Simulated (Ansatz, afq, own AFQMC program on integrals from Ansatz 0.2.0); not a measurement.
**Where AFQMC and coupled cluster stand for SiH$_{5}$O, doublet**

| atom | x (Å) | y (Å) | z (Å) |
| --- | --- | --- | --- |
| O | -1.7766 | -0.0190 | 0.0000 |
| H | -2.0259 | 0.9076 | 0.0000 |
| H | -0.5806 | -0.0190 | 0.0000 |
| Si | 0.9544 | -0.0190 | 0.0000 |
| H | 1.4044 | -1.4353 | 0.0000 |
| H | 1.4044 | 0.6891 | -1.2265 |
| H | 1.4044 | 0.6891 | 1.2265 |

Basis cc-pVDZ. Noble-gas cores (and the filled d shells of Ga–Kr and In–Xe) are frozen. Ansatz 0.2.0 and our own AFQMC program on the same integrals; the CISD trial comes from CCSD amplitudes, and released means the phaseless constraint is let go. Error bars are statistical, one sigma.

Determinant: UHF, the one that the program's search chose, which needn't be the lowest solution. The geometry is a point of a scan.

No full CI on the walks' own integrals is used here; CCSDT(Q) serves as the reference and is uncertain by about the last step of the cluster series.

* T1 diagnostic: 0.0192
* weight of the determinant in the CISD state: 0.868
* ⟨S²⟩ of the determinant: 0.778
* size of the correlated space: 15 electrons in 51 orbitals

```json
{"level": "MP2", "correlation energy (eV)": "-8.2047"}
{"level": "CCSD", "correlation energy (eV)": "-9.3137"}
{"level": "CCSD(T)", "correlation energy (eV)": "-9.5033"}
```

(1) Estimate where AFQMC with the constraint released lies against CCSD(T) on the same integrals.

(1) 50.8 ± 5.1 meV below CCSD(T).

Reference: CCSDT(Q), correlation energy -9.549 eV. The released energy is read at 1.50 1/Eh (meV from the phaseless value at times in 1/Eh: -7 ± 4 at 0.24, -8 ± 4 at 0.51, -14 ± 5 at 0.99, -14 ± 5 at 1.50).

| level | E − E(reference) (meV) | share of correlation (%) |
| --- | --- | --- |
| CCSD(T) | 45.8 | 99.52 |
| CCSDT | 18.7 | 99.80 |
| ph-AFQMC/CISD | 9.1 ± 3.5 | 99.90 |
| released AFQMC | -5.0 ± 5.1 | 100.05 |

A walk keeps the symmetry of its determinant, which the program's search chose and which needn't be the lowest solution, so a lower state of the same spin and another symmetry isn't excluded. Released energies are given only where the last usable release times agree within the noise; a slower fall can still hide under it.
